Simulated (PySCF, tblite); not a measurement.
# C3H6O (triplet): geometry, infrared bands and EPR parameters

What infrared bands and EPR parameters should C3H6O (triplet) (`C[C]OC`) show?

The runs use tblite 0.8.0 and PySCF 2.14.0, with density-fitted response routines of our own; the level of theory stands in each step. All values are computed, except where a source is named. Atoms are numbered from 0 throughout.

**1. Starting geometry**

10 atoms, charge 0, multiplicity 3; geometry from: force field or distance geometry start.

Bonds of the start (Å): C0–C1 1.52, C1–O2 1.40, O2–C3 1.42, C0–H4 1.11, C0–H5 1.11, C0–H6 1.11, C3–H7 1.11, C3–H8 1.11, C3–H9 1.11.

**2. Geometry optimisation with GFN2-xTB**

Job settings and geometry (Å):

```
{"job": {"kind": "relax", "xc": "GFN2-xTB", "basis": "xTB"}, "charge": 0, "multiplicity": 3}
C      1.527300    -0.013500     0.148000
C      0.375200    -0.943500    -0.176500
O     -0.812100    -0.552600     0.444300
C     -1.548100     0.114900    -0.572600
H      2.348700    -0.661600     0.530900
H      1.899800     0.520300    -0.754900
H      1.289000     0.699600     0.966800
H     -1.718400    -0.614300    -1.386900
H     -0.862800     0.919600    -0.918400
H     -2.489800     0.535700    -0.156100
```

The run is started by

```console
$ OMP_NUM_THREADS=1 python probes_run.py task.json out
```

One launch serves the whole session: the jobs run in the order shown.

What it wrote:

```text
step      E/eV     max force
  0    -363.11680    3.064
  1    -363.31205    1.628
  2    -363.41440    0.774
  3    -363.45211    0.606
  4    -363.49661    0.633
  5    -363.53108    0.624
  6    -363.55759    0.562
  7    -363.57524    0.385
  8    -363.58944    0.334
  9    -363.59793    0.254
 10    -363.60250    0.170
 11    -363.60496    0.133
 12    -363.60683    0.131
 13    -363.60792    0.097
 14    -363.60832    0.052
 15    -363.60856    0.052
 16    -363.60893    0.069
 17    -363.60952    0.100
 18    -363.61027    0.104
 19    -363.61098    0.089
 20    -363.61160    0.086
 21    -363.61226    0.080
 22    -363.61309    0.090
 23    -363.61392    0.083
 24    -363.61458    0.064
 25    -363.61525    0.076
 26    -363.61612    0.097
 27    -363.61709    0.100
 28    -363.61796    0.093
 29    -363.61861    0.080
 30    -363.61916    0.077
 31    -363.61973    0.071
 32    -363.62018    0.053
 33    -363.62041    0.035
 34    -363.62053    0.028
 35    -363.62061    0.027
 36    -363.62069    0.022
 37    -363.62074    0.015
 38    -363.62077    0.018
 39    -363.62080    0.017
 40    -363.62084    0.020
 41    -363.62089    0.019
 42    -363.62094    0.023
 43    -363.62101    0.030
 44    -363.62115    0.037
 45    -363.62143    0.067
 46    -363.62196    0.107
 47    -363.62275    0.132
 48    -363.62407    0.112
 49    -363.62523    0.039
 50    -363.62555    0.084
 51    -363.62600    0.048
 52    -363.62621    0.028
 53    -363.62637    0.028
 54    -363.62643    0.030
 55    -363.62648    0.019
 56    -363.62650    0.009
```

Run time: 0.4 s. Hardware: 1 thread of Intel Xeon at 2.50GHz, shared host.

Relaxation path: (not every step is listed)

```
step  energy from step 0 (eV)  largest force (eV/Å)
   0                   0.0000                3.0636
   1                  -0.1952                1.6276
   2                  -0.2976                0.7743
   3                  -0.3353                0.6058
   4                  -0.3798                0.6331
   5                  -0.4143                0.6237
   6                  -0.4408                0.5619
   7                  -0.4584                0.3853
   8                  -0.4726                0.3340
  12                  -0.4900                0.1306
  16                  -0.4921                0.0689
  20                  -0.4948                0.0857
  24                  -0.4978                0.0642
  28                  -0.5012                0.0929
  32                  -0.5034                0.0527
  36                  -0.5039                0.0215
  40                  -0.5040                0.0203
  44                  -0.5043                0.0367
  48                  -0.5073                0.1116
  51                  -0.5092                0.0477
  52                  -0.5094                0.0282
  53                  -0.5096                0.0284
  54                  -0.5096                0.0299
  55                  -0.5097                0.0195
  56                  -0.5097                0.0095
```

Close pairs (by a distance rule), those that changed most:

```
 bond  before (Å)  after (Å)  change (Å)
C1–O2       1.396      1.331      -0.064
C0–C1       1.516      1.472      -0.044
C0–H4       1.114      1.088      -0.026
C3–H9       1.112      1.088      -0.024
C3–H8       1.112      1.094      -0.019
C0–H6       1.112      1.097      -0.015
C0–H5       1.113      1.100      -0.014
C3–H7       1.106      1.093      -0.013
```

The next job starts from the end point, and lists it.

**3. Harmonic vibrations with GFN2-xTB**

Job settings and geometry (Å):

```
{"job": {"kind": "ir", "xc": "GFN2-xTB", "basis": "xTB"}, "charge": 0, "multiplicity": 3}
C      1.633893    -0.077678     0.229808
C      0.366086    -0.824824     0.237246
O     -0.860764    -0.354905     0.453688
C     -1.613146     0.133411    -0.663169
H      2.470825    -0.769759     0.295273
H      1.750427     0.503566    -0.696224
H      1.689162     0.620594     1.074206
H     -1.622583    -0.599898    -1.473520
H     -1.179360     1.068461    -1.028327
H     -2.625658     0.305686    -0.304351
```

What it wrote:

```text
mode    cm-1     km/mol
  1      66.8      0.58
  2      93.8      2.04
  3     132.1      4.20
  4     370.1      2.01
  5     423.9     10.50
  6     858.1     14.33
  7     938.2      9.81
  8    1004.1      5.07
  9    1072.6      9.48
 10    1083.5      1.52
 11    1121.7      1.60
 12    1308.4    116.95
 13    1360.2      0.76
 14    1380.1     14.49
 15    1440.5      6.56
 16    1451.8      7.26
 17    1454.5      4.60
 18    1461.7      3.34
 19    2839.1     40.42
 20    2879.9     32.71
 21    2943.7     35.06
 22    2956.7     28.47
 23    3022.7     17.41
 24    3026.6     14.28
```

Wall time 0.32 s (1 thread of Intel Xeon at 2.50GHz, shared host).

The strongest bands and the atoms that carry them (share of the mass-weighted mode):

```
cm⁻¹  km/mol                      atoms
 858    14.3           C3 41 %, O2 30 %
1308   117.0           C1 56 %, O2 19 %
1380    14.5  H7 25 %, H9 24 %, H8 23 %
2839    40.4                    H5 86 %
2880    32.7                    H6 88 %
2944    35.1           H8 64 %, H7 28 %
2957    28.5           H7 66 %, H8 30 %
3023    17.4                    H4 93 %
```

**4. EPR parameters: B3LYP/pcH-1**

The job, as its differences from that of step 3:

```diff
@@ -1,2 +1,2 @@
-{"job": {"kind": "ir", "xc": "GFN2-xTB", "basis": "xTB"}, "charge": 0, "multiplicity": 3}
+{"job": {"kind": "epr", "basis": "pcH-1"}, "charge": 0, "multiplicity": 3}
 C      1.633893    -0.077678     0.229808
```

Method: UKS B3LYP, pcH-1 on C H O, non-relativistic, mean-field spin-orbit, GIAO.

What it wrote:

```text
UKS, coarse grid
  cycle   1  E = -192.97288322  |g| = 3.54e-01
  cycle   2  E = -192.91120933  |g| = 5.56e-01
  cycle   3  E = -193.02000718  |g| = 9.06e-02
  cycle   4  E = -193.02298613  |g| = 2.95e-02
  cycle   5  E = -193.02344252  |g| = 6.73e-03
  cycle   6  E = -193.02347061  |g| = 2.40e-03
  cycle   7  E = -193.02347384  |g| = 9.65e-04
UKS, final grid
  cycle   1  E = -193.02350931  |g| = 1.02e-03
  cycle   2  E = -193.02350903  |g| = 1.39e-03
  cycle   3  E = -193.02350979  |g| = 2.42e-04
  cycle   4  E = -193.02350981  |g| = 5.42e-05
  cycle   5  E = -193.02350982  |g| = 1.83e-05
E = -193.02350982 Eh   <S^2> = 2.0050 (exact 2.0000)
g shifts (ppm)      1          2          3
  rmc          -181       -181       -181
  gc             28          6         -4
  oz_so        -166        385        850
  total        -319        210        665
hyperfine (MHz)  atom isotope    a_iso     a_fc   dipolar eigenvalues
    0   13C      40.22      40.22     -6.17     -5.47     11.64
    1   13C     306.05     306.05    -72.59     13.58     59.01
    2   17O     -58.78     -58.78    -28.75      8.46     20.29
    3   13C      48.57      48.57     -4.14     -3.50      7.64
    4    1H      15.97      15.97     -6.32     -5.93     12.24
    5    1H      74.73      74.73     -6.21     -3.35      9.56
    6    1H      59.29      59.29     -5.83     -3.28      9.11
    7    1H       2.10       2.10     -4.95     -2.91      7.87
    8    1H       5.63       5.63     -3.96     -2.60      6.56
    9    1H      -1.34      -1.34     -3.42     -2.70      6.12
zero-field splitting (cm-1)  D = 0.6696  E = 0.0702  (spin-spin 0.5584, spin-orbit 0.1155)
```

Wall time 49 s (1 thread of Intel Xeon at 2.50GHz, shared host); peak memory 0.63 GiB.

Principal g values 2.00200, 2.00253, 2.00298; g(iso) = 2.00250, against 2.00232 for a free electron.

Mean a(iso) over the nuclei that a row names, and the largest dipolar term of the row (other rows stand at the frozen geometry):

```
    nuclei  isotope  a(iso) (MHz)  a(iso) (G, at g = 2.0023)  largest dipolar term (MHz)
        C1      13C         306.0                      109.2                       -72.6
        O2      17O         -58.8                      -21.0                       -28.8
H4, H5, H6       1H          50.0                       17.8                        12.2
        C3      13C          48.6                       17.3                         7.6
        C0      13C          40.2                       14.4                        11.6
H7, H8, H9       1H           2.1                        0.8                         7.9
```

Zero-field splitting: D = 0.670 cm⁻¹ (spin-spin 0.558, spin-orbit 0.116), E = 0.070 cm⁻¹.

Mulliken spin populations:

```
atom  value (e)
  C0      -0.05
  C1       1.70
  O2       0.13
  C3       0.04
  H4       0.01
  H5       0.07
  H6       0.07
  H7       0.02
  H8       0.01
  H9       0.00
```

Orbitals, density, ELF and potential are computed afterwards from the orbital file.

ELF in a plane through or near 4 of the atoms.

Values, 10 rows by 14 columns:
```
0.00 0.00 0.00 0.00 0.00 0.00 0.00 0.00 0.00 0.00 0.00 0.00 0.00 0.00
0.00 0.00 0.00 0.00 0.00 0.00 0.00 0.00 0.00 0.00 0.00 0.00 0.00 0.00
0.00 0.00 0.00 0.03 0.55 0.80 0.02 0.01 0.72 0.76 0.03 0.00 0.00 0.00
0.00 0.00 0.00 0.10 0.92 0.99 0.14 0.09 0.99 0.99 0.15 0.01 0.00 0.00
0.00 0.00 0.03 0.16 0.68 0.89 0.09 0.03 0.91 0.93 0.28 0.17 0.01 0.00
0.00 0.00 0.23 0.61 0.32 0.31 0.40 0.36 0.60 0.49 0.97 0.92 0.12 0.00
0.00 0.00 0.19 0.49 0.37 0.65 0.48 0.63 0.64 0.25 0.93 0.90 0.06 0.00
0.00 0.00 0.01 0.04 0.05 0.67 0.62 0.53 0.87 0.18 0.06 0.09 0.00 0.00
0.00 0.00 0.00 0.00 0.03 0.53 0.25 0.07 0.29 0.03 0.00 0.00 0.00 0.00
0.00 0.00 0.00 0.00 0.00 0.03 0.04 0.00 0.00 0.00 0.00 0.00 0.00 0.00
```
The map spans 10.4 Å across and 7.4 Å up, centred on the molecule. Atoms in the plane (x, y in Å): O2 (0.6, -0.9), C3 (1.7, 0.1), H8 (1.4, 1.0), H9 (2.6, -0.3).

log10 of the density (e/Å³) in the same plane.

Values, 10 rows by 14 columns:
```
-4.0 -4.0 -4.0 -4.0 -4.0 -4.0 -4.0 -4.0 -4.0 -4.0 -4.0 -4.0 -4.0 -4.0
-4.0 -4.0 -4.0 -3.8 -3.3 -3.3 -3.7 -3.8 -3.4 -3.4 -3.9 -4.0 -4.0 -4.0
-4.0 -4.0 -3.5 -2.6 -1.9 -1.8 -2.4 -2.5 -1.9 -1.8 -2.6 -3.5 -4.0 -4.0
-4.0 -4.0 -2.8 -1.8 -0.9 -0.6 -1.6 -1.7 -0.7 -0.5 -1.7 -2.6 -3.6 -4.0
-4.0 -3.5 -2.2 -1.1 -0.2  0.0 -1.2 -1.3 -0.2  0.2 -0.8 -1.8 -2.9 -4.0
-4.0 -3.2 -1.7 -0.6  0.3  0.3 -0.4 -0.4  0.0  1.6  0.0 -1.1 -2.4 -3.8
-4.0 -3.3 -2.0 -1.1 -0.6 -0.3  0.1  0.6  0.7 -0.4 -0.7 -1.5 -2.7 -3.9
-4.0 -3.9 -2.8 -2.1 -1.7 -1.0 -0.6 -0.3 -0.2 -1.2 -2.0 -2.5 -3.4 -4.0
-4.0 -4.0 -3.8 -3.2 -2.5 -1.9 -1.7 -1.6 -1.6 -2.3 -3.2 -3.6 -4.0 -4.0
-4.0 -4.0 -4.0 -4.0 -3.6 -2.9 -2.8 -3.0 -3.3 -4.0 -4.0 -4.0 -4.0 -4.0
```
The map spans 10.4 Å across and 7.4 Å up, centred on the molecule. Atoms in the plane (x, y in Å): O2 (0.6, -0.9), C3 (1.7, 0.1), H8 (1.4, 1.0), H9 (2.6, -0.3).

On the surface of density 0.002 e/bohr³ the electrostatic potential runs, from the 1st to the 99th percentile, from -1.27 V near O2 to 0.93 V near H8.

The spin density lies nearest to C1 73 %; O2 12 %.

**5. Outcome**

| quantity | value |
| --- | --- |
| strongest single infrared mode (GFN2-xTB) | 1308 cm⁻¹, 117 km/mol |
| zero-point energy (GFN2-xTB) | 49.6 kcal/mol |
| D, E (B3LYP) | 0.670, 0.070 cm⁻¹ |
| g(iso) (B3LYP) | 2.00250 |
| ⟨S²⟩ | 2.005 (exact 2.00) |
| largest a(iso) (averaged by class) | 13C on C1, 306.0 MHz |
| surface potential, 1st and 99th percentile | -1.27 V and 0.93 V |

**Reading.** The optimisation took 56 steps and gained 0.510 eV; among the close pairs (by a distance rule), C1–O2 changed most, from 1.396 to 1.331 Å. All 24 modes are real, so the xTB geometry is a minimum. The strongest single mode, at 1308 cm⁻¹, moves mainly C1. Unscaled tight-binding wavenumbers are off by several per cent, some by more. Its intensities can rank the bands wrongly. C1 carries the largest spin population, 1.70 e. The isotropic g lies 0.2 ppt above the free-electron value. The triplet studied here may not be the ground state; the singlet was not compared.
